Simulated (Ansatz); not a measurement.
GaCu₃: computed properties

These are results of Ansatz, DFT r2SCAN, scalar-relativistic, plane waves, PAW, not measurements.

Cutoff 500 eV; k points 12×12×12 on the computed 4-atom cell (Γ-centred); Gaussian smearing, width 0.10 eV; no spin polarisation.

The structure is relaxed at this level of theory with its symmetry kept. Whether it is the stable form of this composition wasn't checked.

Symmetry: Pm-3m, No. 221, cubic system. Conventional cell: a = 3.648 Å, b = 3.648 Å, c = 3.648 Å, α = 90.00°, β = 90.00°, γ = 90.00°. Around Ga (site symmetry m-3m) lie 12 Cu at 2.58 Å. Around Cu (site symmetry 4/mmm) lie 4 Ga at 2.58 Å and 8 Cu at 2.58 Å.

* Volume per atom: 81.9 bohr³
* Formation energy from the elements' standard states (uncorrected): -0.096 eV/atom
* Generalised Kohn–Sham band gap: none (metal)
* Density of states at the Fermi level: 1.13 states/eV per cell
* Löwdin character within 0.5 eV of the Fermi level: Ga 4p 43 %, Cu 3d 26 %, Cu 4s 14 %, unprojected 11 %
* Bulk modulus: 149 GPa
* Its pressure derivative: 5.0
* Bader charges (e): Ga (1 in the cell) 0.25, Cu (3 in the cell) -0.08

Cost: 6 runs of about 4.6 core-minutes in all, on Intel Xeon Platinum 8488C (Sapphire Rapids) (shared hosts).